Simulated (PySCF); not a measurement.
Method: PBE0/[B def2-TZVP, O def2-TZVP, F def2-TZVP], no relativity, density fitting, PySCF. Open shells, if any, are unrestricted.

What shape and geometry does isolated singlet BOF take (every ligand bound to B)?

Counting electrons, boron keeps none of its valence electrons outside its bonds, so the VSEPR class is AX2 and the expected shape is linear; with unlike ligands the computed point group is C∞v. The lowest minimum found is a singlet of C∞v symmetry with B–F 1.282 Å, B–O 1.206 Å; F–B–O 180.0°. Its harmonic wavenumbers are 511 (π), 1033 (σ+), 2137 (σ+) cm⁻¹ and its dipole moment is 2.15 D.

Other isomers or separated fragments may lie lower.
